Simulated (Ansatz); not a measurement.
A made-up structure of BSiH2O (charge +1), closed shell:

```
atom    x (Å)    y (Å)    z (Å)
  O1   0.1750  -1.2583   2.0704
  B2   0.0893  -0.6407   1.0540
 Si3  -0.0528   0.3795  -0.6244
  H4   0.3470  -2.0304   2.6318
  H5   0.6024   1.6935  -0.7424
```

It is relaxed with PBE-D4/def2-SVP and then PBE0-D4/def2-TZVP (Ansatz 0.2.0). Atoms count as bonded within 1.22 times the sum of their covalent radii (H–H: 0.88 Å). The end point is not checked to be a true minimum.

Problem. Does its bonding change? (Judge from chemistry; the calculation decides.)

Solution. By the calculation: No: no bond forms or breaks.

Where it ends: The first stage lowers the energy by 0.84 eV in 17 steps. It ends as BSiH₂O ([OH][B][SiH]), total charge +1:
```
atom    x (Å)    y (Å)    z (Å)
  O1   0.1330  -1.4502   1.8476
  B2   0.0925  -0.6716   0.8773
 Si3  -0.1635   0.3705  -0.9072
  H4   0.4622  -1.5475   2.7503
  H5   0.6367   1.4424  -0.1786
```

Labels in which every atom is bracketed show which atoms are joined, not bond orders.

For scale, one of the runs: PBE0-D4/def2-TZVP relaxation, 111 basis functions, launched by `ansatz run in.yaml --threads 2 --pin off --events-out ev --progress --plain --max-ram 4352MiB`. The run took about 20 s on 2 CPU threads of an Arm Neoverse V2 (shared host).
